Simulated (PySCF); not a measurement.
**PF₄+: geometry, coupled-cluster ionisations and excitations**

The runs use PySCF 2.14.0, with density-fitted response routines of our own; the level of theory stands in each step. All values are computed, except where a source is named. Atoms count from 0, in the outputs and in this text.

**1. The starting structure**

5 atoms, charge 1, multiplicity 1; geometry from: GFN2-xTB. The atoms were then displaced at random by about 0.01 Å, so the start is not that level's minimum.

Bonds of the start (Å): F0–P1 1.48, P1–F2 1.50, P1–F3 1.51, P1–F4 1.50.

**2. Optimising the geometry at PBE0-D3(BJ)/def2-SVP**

Job settings and geometry (Å):

```
{"job": {"xc": "PBE0", "basis": "def2-SVP", "d3": "d3bj", "grid": 1, "shake": 0.01, "kind": "geom"}, "charge": 1, "multiplicity": 1}
F     -1.184520    -0.052520    -0.896230
P     -0.003860    -0.003940    -0.005570
F      1.219520    -0.248200    -0.829510
F      0.133900     1.347360     0.659410
F     -0.131460    -1.076680     1.034000
```

Started as:

```sh
OMP_NUM_THREADS=1 python probes_run.py task.json out
```

This one command runs all jobs of the session in turn.

Q: Estimate the wall time of this first job on 1 thread of Arm Neoverse V1, shared host.

About 19 s.
